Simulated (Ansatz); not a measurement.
fcc Ni, treated with PBE (Ansatz, a program for electronic structure, PAW).

Numerical settings: plane-wave cutoff 520 eV, 32×32×32 k mesh, Fermi–Dirac smearing 0.032 eV (set by the program), spin-polarised with parallel moments, scalar-relativistic PAW data made under PBE.

The cell has the measured lattice: a = b = c = 3.5241 Å, α = β = γ = 90.00°.

Task: Give the computed elastic constant C44, polycrystal shear modulus (Hill average), Voigt–Reuss–Hill bulk modulus, elastic constant C11 and elastic constant C12.

Result: 
elastic constant C44: 131 GPa
polycrystal shear modulus (Hill average): 97.1 GPa
Voigt–Reuss–Hill bulk modulus: 194 GPa
elastic constant C11: 277 GPa
elastic constant C12: 153 GPa

Measured, for comparison: elastic constant C44 132 GPa, elastic constant C11 261 GPa, elastic constant C12 151 GPa (0 K, low-temperature values given for 0 K; zero-point effects included; as tabulated in Li et al. (2021), arXiv:2102.01972). Computed (rounded) less measured: elastic constant C44 -0.8 %, elastic constant C11 +6 %, elastic constant C12 +1 %.

Note: the cell isn't this level's own, so it is under some stress, which shifts stiffness and frequencies.

Elastic constants are with the ions relaxed.

Computed values are for the static lattice.

Computing time: about 19 core-minutes (a rough figure).
